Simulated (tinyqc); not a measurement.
Extended Hueckel theory, for HF, step by step. One step of it, computed by the program tinyqc.

Problem. Wolfsberg-Helmholz matrix. H_ij = K' S_ij (H_ii + H_jj)/2 for i != j (the diagonal keeps H_ii), with K' = 1.5.

overlap S, order 1F 2s, 1F 2px, 1F 2py, 1F 2pz, 2H 1s:
```
[[1.000000, 0.000000, 0.000000, 0.000000, 0.445323],
 [0.000000, 1.000000, 0.000000, 0.000000, 0.000000],
 [0.000000, 0.000000, 1.000000, 0.000000, 0.000000],
 [0.000000, 0.000000, 0.000000, 1.000000, 0.368566],
 [0.445323, 0.000000, 0.000000, 0.368566, 1.000000]]
```

diagonal H_ii (eV): [-40.000000, -18.100000, -18.100000, -18.100000, -13.600000]

K = 1.500000

Give: H.

Solution.

H (eV), order 1F 2s, 1F 2px, 1F 2py, 1F 2pz, 2H 1s:
```
[[-40.0000, 0.0000, 0.0000, 0.0000, -17.9020],
 [0.0000, -18.1000, 0.0000, 0.0000, 0.0000],
 [0.0000, 0.0000, -18.1000, 0.0000, 0.0000],
 [0.0000, 0.0000, 0.0000, -18.1000, -8.7627],
 [-17.9020, 0.0000, 0.0000, -8.7627, -13.6000]]
```
